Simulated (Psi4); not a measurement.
# AlSiH4Cl (SMILES [SiH3][AlH][Cl]) at MP2/cc-pCVTZ (density fitting, density fitting for correlation, sweep point 2)

Aim: the vertical ionisation energy of AlSiH4Cl at MP2/cc-pCVTZ (density fitting, density fitting for correlation, sweep point 2), from 2 runs. Input form: a Python script.

Program for the calculation: Psi4 1.11.

### 1 The system as given

The species is AlSiH4Cl (7 atoms), meant as a singlet with charge 0. SMILES: `[SiH3][AlH][Cl]`. The shape is that of a PBE0-D4/def2-TZVP optimisation.

Bond lengths: Si1–Al2 2.446 Å, Al2–Cl3 2.104 Å, Si1–H4 1.490 Å, Si1–H5 1.490 Å, Si1–H6 1.489 Å, Al2–H7 1.581 Å. Angles: Si1–Al2–Cl3 116.2°, Si1–Al2–H7 127.5°, Cl3–Al2–H7 116.3°, Al2–Si1–H4 110.2°, Al2–Si1–H5 110.2°, Al2–Si1–H6 112.2°, H4–Si1–H5 107.8°, H4–Si1–H6 108.2°, H5–Si1–H6 108.1°.

### 2 A single-point energy at MP2/cc-pCVTZ (density fitting, density fitting for correlation, sweep point 2)

run.py

```python
import psi4

psi4.set_memory('1600 MB')
psi4.set_num_threads(1)
psi4.core.set_output_file('psi4.out', False)

molecule = psi4.geometry("""
0 1
Si    -1.62743214     1.10076547    -0.58808277
Al     2.06887216    -1.15726828     1.02631026
Cl     3.37013757    -4.20105015    -1.17711040
H     -3.80345177    -0.66480565    -0.86039230
H     -1.07260855     2.18206676    -3.12768571
H     -2.41242437     3.20516448     1.10794643
H      3.59255834    -0.59337400     3.53284299
units au
symmetry c1
""")

psi4.set_options({
    'basis': 'cc-pCVTZ',
    'puream': True,
    'scf_type': 'df',
    'num_frozen_docc': 3,
})

result, w = psi4.energy("mp2", return_wfn=True)
print(f'total energy {result:.8f} hartree = {result * 27.211386:.5f} eV')
```

On the command line:

```sh
$ python run.py
```

psi4.out (excerpt; [...] marks lines left out):

```text
[...]
  Running in c1 symmetry.
[...]
  Nuclear repulsion =  164.989917914088210
[...]
  Multiplicity = 1
[...]
  Nalpha       = 24
  Nbeta        = 24
[...]
    Number of basis functions: 233
[...]
   @DF-RHF iter   1:  -992.74138052464161   -7.30579e-01   1.34955e-03 ADIIS/DIIS
[...]
   @DF-RHF iter  10:  -992.78961887745368   -5.11591e-11   4.84307e-09 DIIS
[...]
    Orbital Energies [Eh]
    ---------------------
    Doubly Occupied:
       1A   -104.817514     2A    -68.774246     3A    -58.513490
       4A    -10.544025     5A     -8.010273     6A     -8.009664
       7A     -8.009555     8A     -6.122786     9A     -4.925372
      10A     -4.228784    11A     -4.228775    12A     -4.228770
      13A     -3.240083    14A     -3.238820    15A     -3.237636
      16A     -1.075117    17A     -0.722366    18A     -0.572839
      19A     -0.494430    20A     -0.487788    21A     -0.478421
      22A     -0.467168    23A     -0.465665    24A     -0.382056
[...]
  @DF-RHF Final Energy:  -992.78961887745368
   => Energetics <=
    Nuclear Repulsion Energy =            164.9899179140882097
    One-Electron Energy =               -1705.0077873550314962
    Two-Electron Energy =                 547.2282505634896097
    Total Energy =                       -992.7896188774536768
[...]
 Multipole Moments:
 ------------------------------------------------------------------------------------
     Multipole            Electronic (a.u.)      Nuclear  (a.u.)        Total (a.u.)
 ------------------------------------------------------------------------------------
 L = 1.  Multiply by 2.5417464519 to convert [e a0] to [Debye]
 Dipole X            :          5.6644998           -5.8517538           -0.1872540
 Dipole Y            :         -5.7835748            6.2194419            0.4358672
 Dipole Z            :         -0.3862929            0.7014782            0.3151854
 Magnitude           :                                                    0.5695490
[...]
```

On the terminal:

```text
total energy -994.05615302 hartree = -27049.64569 eV
```

Run time: 5.1 s. Hardware: 1 thread of Intel Xeon 6975P-C (Granite Rapids), shared host; peak memory 0.6 GiB.

### 3 The doublet cation

alclh4si.py

```python
import psi4

psi4.set_memory('1600 MB')
psi4.set_num_threads(1)
psi4.core.set_output_file('run.log', False)

geom = psi4.geometry("""
1 2
Si    -1.62743214     1.10076547    -0.58808277
Al     2.06887216    -1.15726828     1.02631026
Cl     3.37013757    -4.20105015    -1.17711040
H     -3.80345177    -0.66480565    -0.86039230
H     -1.07260855     2.18206676    -3.12768571
H     -2.41242437     3.20516448     1.10794643
H      3.59255834    -0.59337400     3.53284299
units au
symmetry c1
""")

psi4.set_options({
    'basis': 'cc-pCVTZ',
    'reference': 'uhf',
    'puream': True,
    'scf_type': 'df',
    'num_frozen_docc': 3,
    'maxiter': 100,
})

energy_value = psi4.energy("mp2", molecule=geom)
print(f'total energy {energy_value:.8f} hartree = {energy_value * 27.211386:.5f} eV')
```

On the command line:

```sh
$ python alclh4si.py
```

run.log (excerpt; [...] marks lines left out):

```text
[...]
  Running in c1 symmetry.
[...]
  Nuclear repulsion =  164.989917914088210
[...]
  Multiplicity = 2
[...]
  Nalpha       = 24
  Nbeta        = 23
[...]
    Number of basis functions: 233
[...]
   @DF-UHF iter   1:  -992.37009114671787   -3.59290e-01   1.40057e-03 DIIS/ADIIS
[...]
   @DF-UHF iter  17:  -992.44664869585313   -2.03499e-11   4.22879e-09 DIIS
[...]
   @S^2 Observed:                7.752793058E-01
[...]
    Orbital Energies [Eh]
    ---------------------
    Alpha Occupied:
       1A   -105.010278     2A    -69.032648     3A    -58.764495
       4A    -10.734807     5A     -8.202357     6A     -8.199989
       7A     -8.199892     8A     -6.381454     9A     -5.174550
      10A     -4.493931    11A     -4.484744    12A     -4.484682
      13A     -3.492330    14A     -3.487789    15A     -3.485366
      16A     -1.260824    17A     -0.982926    18A     -0.796636
      19A     -0.714955    20A     -0.712033    21A     -0.695631
      22A     -0.685274    23A     -0.646089    24A     -0.637054
    Alpha Virtual:
      25A     -0.177731    26A     -0.112479    27A     -0.093588
[...]
  @DF-UHF Final Energy:  -992.44664869585313
   => Energetics <=
    Nuclear Repulsion Energy =            164.9899179140882097
    One-Electron Energy =               -1694.2761481197026114
    Two-Electron Energy =                 536.8395815097612740
    Total Energy =                       -992.4466486958531277
  UHF NO Occupations:
  HONO-2 :   22  A 1.9983685
  HONO-1 :   23  A 1.9901210
[...]
 Multipole Moments:
 ------------------------------------------------------------------------------------
     Multipole            Electronic (a.u.)      Nuclear  (a.u.)        Total (a.u.)
 ------------------------------------------------------------------------------------
 L = 1.  Multiply by 2.5417464519 to convert [e a0] to [Debye]
 Dipole X            :          4.6543435           -5.8517538           -1.1974103
 Dipole Y            :         -4.4624719            6.2194419            1.7569701
 Dipole Z            :          0.0399346            0.7014782            0.7414129
 Magnitude           :                                                    2.2517612
[...]
```

On the terminal:

```text
total energy -993.68752323 hartree = -27039.61476 eV
```

It took 7.5 s on 1 thread of Intel Xeon 6975P-C (Granite Rapids), shared host; peak memory 0.6 GiB.

### 4 What came out

Level: MP2/cc-pCVTZ (density fitting, density fitting for correlation, sweep point 2), 3 core orbitals frozen.

| quantity | value |
| --- | --- |
| singlet AlSiH4Cl: total energy | -994.05615 Eh |
| singlet AlSiH4Cl: HOMO energy (Hartree–Fock orbitals) | -10.40 eV |
| singlet AlSiH4Cl: LUMO energy (Hartree–Fock orbitals) | 0.76 eV |
| singlet AlSiH4Cl: HOMO–LUMO gap (Hartree–Fock orbitals) | 11.16 eV |
| singlet AlSiH4Cl: correlation energy (3 core orbitals frozen) | -1266.5 mEh |
| doublet cation: total energy | -993.68752 Eh |
| doublet cation: HOMO energy (Hartree–Fock orbitals) (highest over α and β) | -17.27 eV |
| doublet cation: LUMO energy (Hartree–Fock orbitals) (lowest over α and β) | -8.29 eV |
| doublet cation: correlation energy (3 core orbitals frozen) | -1240.9 mEh |
| doublet cation: ⟨S²⟩ of the reference determinant | 0.775 |
| vertical ionisation energy (to the doublet cation) | 10.031 eV |

What this shows: Removing an electron at fixed nuclei costs 10.03 eV (231 kcal/mol).
